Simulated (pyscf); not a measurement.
Single points on ωB97X-D3(BJ)/def2-SVP structures (PySCF, gas phase). MP2 and CC: frozen core, UHF for open shells. ΔMP2 is the change of the MP2 total energy from the triple- to the quadruple-zeta basis.

Q: How much does it cost (ΔH, 298 K, CCSD(T)/def2-TZVPP + ΔMP2(QZVPP)) to split cyclic H₇NSi₃ (SMILES [SiH3]N1[SiH2][SiH2]1) at its N–Si bond into SiH₃• + cyclic H₄NSi₂ (SMILES [N]1[SiH2][SiH2]1) [doublet]?

A: N–Si to SiH₃• + cyclic H₄NSi₂ (SMILES [N]1[SiH2][SiH2]1) [doublet]: 98.4 kcal/mol. cyclic H₄NSi₂ (SMILES [N]1[SiH2][SiH2]1) [doublet] lies 5.2 kcal/mol over its isomer [H₂Si–N=SiH₂]•, and others may lie lower still (electronic energy, ωB97M-D3(BJ)). The CCSD(T) − MP2 part came from Ansatz, without density fitting, on the same reference.
